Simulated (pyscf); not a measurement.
6 gas-phase steps of one pattern: four-centre exchange on the singlet surface, Al–H + H–N or B–H + H–N or Ga–H + H–N or H–In + H–N broken and Al–N + H–H or B–N + H–H or Ga–N + H–H or H–H + In–N formed. Optimised with ωB97X-D3(BJ)/def2-SVP in PySCF. Electronic energies in kcal/mol, between the relaxed ends of the descent from the saddle (adducts or complexes of the species named), with the reactant end as zero; ΔE‡ and ΔE at ωB97X-D3(BJ)/def2-TZVP. Rows were drawn at random from the steps of this pattern with a verified saddle, stable references and a bound adduct at one end at least.

```tsv
row	step	ΔE	ΔE‡
1	H₂N–BH–NH₂ + NH₃ → H₂N–B(NH₂)–NH₂ + H₂	-18.6	36.9
2	H₂B–OH + NH₃ -> H₂N–BH–OH + H₂	-11.2	36.8
3	BH₃ + NH₃ -> H₂B–NH₂ + H₂	-1.4	37.5
4	H₂N–AlH–NH₂ + NH₃ → H₂N–Al(NH₂)–NH₂ + H₂	+7.7	30.8
5	H₂N–SiH₂–OH + GaH₃ → HO–SiH₂–NH–GaH₂ + H₂	+11.8	?
6	H₂N–SiH₂–OH + InH₃ → HO–SiH₂–NH–InH₂ + H₂	+12.6	37.7
```

Problem. Fit ΔE‡ = a + b·ΔE to the other rows and predict row 5.

Solution. Over the 5 complete rows the means are -2.2 (ΔE) and 35.9 (ΔE‡); least squares gives b = -0.07 and a = 35.8 kcal/mol, with residuals of 2.5 kcal/mol (root mean square; largest 4.5, row 4). For row 5: 35.8 + -0.07 × (+11.8) = 35.0 kcal/mol. The computed barrier is 36.7 kcal/mol, 1.7 over the line. The scatter is large against the spread of the barriers, so the line says little here. Each barrier is that of the saddle found. Elements up to Kr have no core potential and no relativistic terms here. Elements past Kr carry the def2 core potentials, without spin-orbit coupling.
